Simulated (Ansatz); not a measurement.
# SiH2O: up Jacob's ladder to CCSD(T)

One table from this session's results is given with a row withheld; the runs are named, their logs left out.

Program: Ansatz 0.2.0, Gaussian basis. Level of theory: functionals in def2-TZVPP, the program's frozen cores in correlated methods. These are calculated values, not measurements.

Plan: LDA (SPW92), PBE-D4, revPBE-D4, BLYP-D4, r2SCAN-D4, B97M-V, PBE0-D4, B3LYP-D4, r2SCANh-D4, r2SCAN0-D4, HSE06-D4, BHLYP-D4, CAM-B3LYP-D4, LC-ωPBE, ωB97X-V, ωB97M-V, B2PLYP, PBE-QIDH; CCSD(T)/def2-SVP; CCSD(T)/def2-TZVPP; CCSD(T)/def2-QZVPP; extrapolation to the limit; RPA on PBE.

**The relaxed structure**

All runs share one geometry, relaxed beforehand with PBE0-D4 in a triple-zeta def2 set.

SMILES `O[SiH]`, 4 atoms, charge 0, spin multiplicity 1.

Atoms are counted from 1 here; the program's logs count them from 0.

Bond lengths: O1–Si2 1.657 Å, O1–H3 0.961 Å, Si2–H4 1.532 Å. Angles: Si2–O1–H3 114.2°, O1–Si2–H4 94.4°.

Set-up of the first run:

in.yaml reads:

```yaml
crystal:
  periodic: [false, false, false]
  atoms:
    - {symbol: O, position_ang: [0.068429, -0.756938, 0.219738]}
    - {symbol: Si, position_ang: [0.235220, 0.867967, -0.060800]}
    - {symbol: H, position_ang: [0.735797, -1.125641, 0.804562]}
    - {symbol: H, position_ang: [-0.984046, 0.954412, -0.983801]}
basis:
  gaussian: {orbitals: def2-TZVPP}
hamiltonian: {xc: lda}
output: {orbitals: {seedname: orbitals}}
```

Run with:

```sh
ansatz run in.yaml --threads 4 --pin off --events-out ev --progress --plain --max-ram 10444MiB
```

Steps of the session up to this table: LDA; PBE-D4 (GGA); revPBE-D4 (GGA); BLYP-D4 (GGA); r2SCAN-D4 (meta-GGA); B97M-V (meta-GGA); PBE0-D4 (hybrid); B3LYP-D4 (hybrid); r2SCANh-D4 (hybrid); r2SCAN0-D4 (hybrid); HSE06-D4 (hybrid); BHLYP-D4 (hybrid); CAM-B3LYP-D4 (range-separated); LC-ωPBE (range-separated); ωB97X-V (range-separated); ωB97M-V (range-separated); B2PLYP (double hybrid); PBE-QIDH (double hybrid).

One of the session's tables, all rows but one given; the rest of the session is left out.

It belongs to the step «Frontier levels by functional». 

```
  functional  HOMO (eV)  LUMO (eV)  gap (eV)
 LDA (SPW92)      -5.42      -3.09      2.33
      PBE-D4      -5.36      -2.91      2.45
   revPBE-D4      -5.33      -2.85      2.49
     BLYP-D4          ?          ?         ?
   r2SCAN-D4      -5.57      -2.78      2.79
      B97M-V      -5.65      -2.76      2.89
     PBE0-D4      -6.47      -2.06      4.42
    B3LYP-D4      -6.31      -2.25      4.05
  r2SCANh-D4      -5.98      -2.46      3.53
  r2SCAN0-D4      -6.60      -1.98      4.62
    HSE06-D4      -6.07      -2.44      3.63
    BHLYP-D4      -7.50      -1.13      6.37
CAM-B3LYP-D4      -7.79      -0.95      6.84
     LC-ωPBE      -9.08       0.17      9.25
     ωB97X-V      -8.76       0.09      8.85
     ωB97M-V      -8.58      -0.04      8.54
```

Estimate the missing values for BLYP-D4.

Worked estimate for «HOMO (eV)». Against the share of exact exchange, B3LYP-D4 (0.2, -6.31), BHLYP-D4 (0.5, -7.50) give a slope of -3.97 per unit share; at 0 the line stands at -5.52.

**Answer.** HOMO (eV): -5.26; LUMO (eV): -2.77; gap (eV): 2.49. In «HOMO (eV)» the line misses by -0.26.
